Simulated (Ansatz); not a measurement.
Breaking a bond: CH2O, SMILES C=O, singlet. The C1–O4 bond (C1 also carries H, H; O4 carries nothing else) is stretched with both fragments frozen at the PBE0/def2-TZVP optimised geometry.

RKS-PBE = Ansatz (a program for electronic structure) with restricted PBE/cc-pVTZ; UKS-PBE = unrestricted PBE/cc-pVTZ in Ansatz; UCCSD(T) = CCSD(T) on UHF/cc-pVTZ, frozen core run with Ansatz.

Energies relative to the lowest point of each curve near equilibrium, in mEh; the last columns give the difference from UCCSD(T):

```
R / Å  RKS-PBE  UKS-PBE  UCCSD(T)  RKS-PBE − UCCSD(T)  UKS-PBE − UCCSD(T)
-----  -------  -------  --------  ------------------  ------------------
0.97     150.7    150.7     152.2                -1.5                -1.5
1.01      94.3     94.3      95.2                -0.9                -0.9
1.09      27.6     27.6      27.8                -0.2                -0.2
1.14       8.2      8.2       8.2                 0.0                 0.0
1.16       3.9      3.9       3.9                 0.0                 0.0
1.20       0.0      0.0       0.0                 0.0                 0.0
1.23       0.5      0.5       0.5                 0.0                 0.0
1.25       2.1      2.1       2.6                -0.4                -0.4
1.31      12.0     12.0      13.7                -1.7                -1.7
1.38      30.1     30.1      33.1                -3.0                -3.0
1.50      69.5     69.5      74.4                -5.0                -5.0
1.60     105.0    105.0     111.2                -6.2                -6.2
1.79     169.7    167.3     174.7                -5.0                -7.4
1.97     223.0    213.1     220.0                 2.9                -6.9
2.17     271.3    250.6     253.7                17.6                -3.1
2.43     318.6    279.6     275.0                43.5                 4.5
2.61     342.9    290.5     280.9                61.9                 9.6
2.91     371.7    300.5     284.7                87.0                15.8
3.26     392.5    305.8     286.2               106.4                19.7
3.57     403.7    308.0     286.7               117.0                21.4
4.21     415.3    309.7     287.0               128.2                22.6
```

RKS-PBE is furthest from UCCSD(T) at 4.21 (128.2 mEh, above); its mean absolute difference over the points is 28.0 mEh.

UKS-PBE is furthest from UCCSD(T) at 4.21 (22.6 mEh, above); its mean absolute difference over the points is 6.2 mEh.

The restricted form behind RKS-PBE keeps the bonding electrons paired and can't separate into open-shell fragments. The unrestricted solution behind UKS-PBE changes between 2.17 and 2.43 Å, which can leave a kink. The unrestricted determinant behind UKS-PBE is spin-contaminated at 1.79 to 4.21 Å (<S²> up to 2.0, against 0.00 for a pure singlet). The unrestricted determinant behind UCCSD(T) is spin-contaminated at 1.25 to 4.21 Å (<S²> up to 2.0, against 0.00 for a pure singlet).
